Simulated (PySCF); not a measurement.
**N-ethylformamide, C3H7NO**

Geometry:
```
atom   x (Å)   y (Å)   z (Å)
  C1  -1.572  -0.423  -0.116
  C2  -0.455   0.601  -0.045
  N3   0.773   0.051   0.482
  C4   1.884  -0.139  -0.263
  O5   2.010   0.160  -1.428
  H6  -2.478   0.029  -0.527
  H7  -1.286  -1.261  -0.755
  H8  -1.816  -0.817   0.874
  H9  -0.213   0.976  -1.040
 H10  -0.758   1.457   0.566
 H11   0.789  -0.283   1.431
 H12   2.700  -0.604   0.322
```

Level of theory: quadratic response CAM-B3LYP/def2-TZVPD first hyperpolarisability, Taylor convention, gas phase (PySCF 2.14.0). Geometry: PBE0-D3(BJ)/def2-TZVP.

(1) Give the tensor of the second harmonic β(−2ω;ω,ω) at 1064 nm in the axes of these coordinates.

Answers

(1) In au, Taylor convention; rows are the first index (the induced dipole):
|  | xx | yy | zz | xy | xz | yz |
| --- | --- | --- | --- | --- | --- | --- |
| x | -5.3 | +19.2 | -31.9 | +13.3 | +14.4 | +4.0 |
| y | +13.0 | +16.2 | +29.5 | +18.7 | +4.1 | -24.2 |
| z | +15.0 | -24.1 | -78.9 | +4.0 | -32.2 | +29.6 |

Norm of βᵢ = ⅓ Σⱼ (βᵢⱼⱼ + βⱼᵢⱼ + βⱼⱼᵢ): 107.9 au, hyper-Rayleigh value 49.4 au.
